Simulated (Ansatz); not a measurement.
Geometry optimisation, RKS PBE-D4/def2-TZVP in Ansatz 0.2.0.

Input:

```yaml
crystal:
  periodic: [false, false, false]
  atoms:
    - { symbol: B, position_ang: [-0.874791, -0.093588, 0.205721] }
    - { symbol: H, position_ang: [1.306098, -0.01611, 1.177058] }
    - { symbol: O, position_ang: [1.71989, 0.00818, 0.275986] }
    - { symbol: H, position_ang: [1.926959, -0.926211, 0.091495] }
    - { symbol: H, position_ang: [-0.891256, 0.07583, -1.02346] }
basis:
  gaussian: { orbitals: def2-TZVP }
hamiltonian:
  xc: pbe
  dispersion: d4
relax:
  f_tol: 0.03
  max_steps: 50
```

Command:

```bash
$ ansatz run input.yaml --threads 1 --pin off --max-ram 2048MiB --backend cpu --events-out ev --progress --plain --runs-dir out
```

Task: Where does it end, and by what steps?

Result: The forces met the threshold. After 12 steps the energy has fallen by 0.431 eV; O3 moved furthest, 0.72 Å. Joined: B1–O3 (2.60 → 1.55 Å).

| step | energy less start (eV) | largest force component (eV/Å) | accepted |
| --- | --- | --- | --- |
| 0 | 0.0000 | 0.582 | yes |
| 1 | -0.1180 | 0.612 | yes |
| 2 | -0.2072 | 0.592 | yes |
| 3 | -0.2401 | 0.464 | yes |
| 4 | -0.2466 | 1.297 | yes |
| 5 | -0.2929 | 0.852 | yes |
| 6 | -0.3426 | 0.435 | yes |
| 7 | -0.3823 | 0.821 | yes |
| 8 | -0.3055 | 0.977 | no |
| 9 | -0.4213 | 0.454 | yes |
| 10 | -0.4298 | 0.146 | yes |
| 11 | -0.4313 | 0.054 | yes |
| 12 | -0.4315 | 0.023 | yes |

```xyz
5
Properties=species:S:1:pos:R:3
B -0.416 0.187 0.195
H 1.386 -0.021 1.283
O 1.059 -0.242 0.394
H 1.765 -0.700 -0.179
H -0.606 -0.176 -0.966
```

Whether the end is a true minimum wasn't checked by a vibrational analysis.

Run time: 11 s on 1 thread of Intel(R) Xeon(R) Platinum 8488C (Sapphire Rapids), with other jobs on the host, peak memory 0.12 GiB.
